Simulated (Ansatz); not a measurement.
# A small benchmark: atomisation enthalpy at 298 K

8 molecules, all hydrocarbons; the atomisation enthalpy at 298 K in kJ/mol, computed less measured. Shapes, held fixed at every level: PBE0-D4/def2-TZVP. Thermal terms are harmonic and unscaled (PBE0-D4/def2-TZVP); the spin-orbit lowering of the free atoms is taken from their spectra. Programs: Ansatz 0.2.0. Measured values: Active Thermochemical Tables, CRC Handbook of Chemistry and Physics.

Levels: A = SPW92/def2-TZVPP; B = BHLYP-D4/def2-TZVPP; C = B2PLYP/def2-TZVPP; D = MP2/def2-TZVPP.

```tsv
molecule	from tabulated heats	A	B	C	D
C3H4 (allene)	2832	+422	-81	-17	-33
C3H4 (propyne)	2837	+402	-90	-20	-21
C3H6 (cyclopropane)	3405	+478	-81	-32	-43
C4H6 (2-butyne)	4030	+573	-113	-31	-36
C4H8 (trans-2-butene)	4623	+625	-104	-41	-67
C4H8 (cyclobutane)	4584	+643	-109	-48	-57
C4H10 (isobutane)	5183	+666	-103	-54	-86
C5H10 (2-methyl-2-butene)	5806	+794	-131	-57	-80
```

Task: Sum up the errors.

Result: 
```json
{"level": "SPW92/def2-TZVPP", "kind": "LDA", "mean error": "+575.4", "mean absolute error": "575.4", "worst case": "C5H10"}
{"level": "BHLYP-D4/def2-TZVPP", "kind": "global hybrid", "mean error": "-101.5", "mean absolute error": "101.5", "worst case": "C5H10"}
{"level": "B2PLYP/def2-TZVPP", "kind": "double hybrid", "mean error": "-37.5", "mean absolute error": "37.5", "worst case": "C5H10"}
{"level": "MP2/def2-TZVPP", "kind": "perturbation theory", "mean error": "-52.9", "mean absolute error": "52.9", "worst case": "C4H10"}
```

On this set B2PLYP/def2-TZVPP has the smallest mean absolute error and SPW92/def2-TZVPP the largest. SPW92/def2-TZVPP is too high in 8 of 8; BHLYP-D4/def2-TZVPP is too low in 8 of 8; B2PLYP/def2-TZVPP is too low in 8 of 8; MP2/def2-TZVPP is too low in 8 of 8. For SPW92/def2-TZVPP and B2PLYP/def2-TZVPP and MP2/def2-TZVPP the error grows with the size of the molecule. Correlated wave functions converge slowly with the basis. The set is small.
